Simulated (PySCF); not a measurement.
Compound: C2H3NO2.
Atom-mapped SMILES: `[H]/[N:1]=[CH:2]/[O:3][CH:4]=[O:5]` (hydrogens: H6 on N1; H7 on C2; H8 on C4)

Theory: PBE0-D3(BJ)/def2-SVP geometry optimisation, gas phase in PySCF 2.14.0.

Q: Give the optimised bond lengths and angles.

A: 
```csv
bond,length (Å),order
N1=C2,1.254,double
C2–O3,1.365,single
O3–C4,1.363,single
C4=O5,1.185,double
N1–H6,1.021,single
C2–H7,1.103,single
C4–H8,1.111,single
```

Orders are formal, as drawn. A selection of angles:
```csv
angle,degrees
C2–N1–H6,109.2
N1–C2–O3,125.3
N1–C2–H7,127.5
O3–C2–H7,107.2
C2–O3–C4,125.3
O3–C4–O5,128.0
O3–C4–H8,106.5
O5–C4–H8,125.6
```

Dihedral angles: N1–C2–O3–C4 3° (synperiplanar); C2–O3–C4–O5 1° (synperiplanar); H6–N1–C2–O3 180° (antiperiplanar).

The 5 heavy atoms lie in one plane (0.014 Å rms). Of the pairs four or more bonds apart, N1···O5 is among the closest relative to their van der Waals radii: 2.82 Å, 92 % of the sum of Bondi's values. The 3 C–O bonds span 1.185 Å (C4=O5, drawn double) to 1.365 Å (C2–O3, drawn single), a spread of 0.180 Å.

Whether it is a minimum is left open (no frequencies). The numbers are those of one conformer.
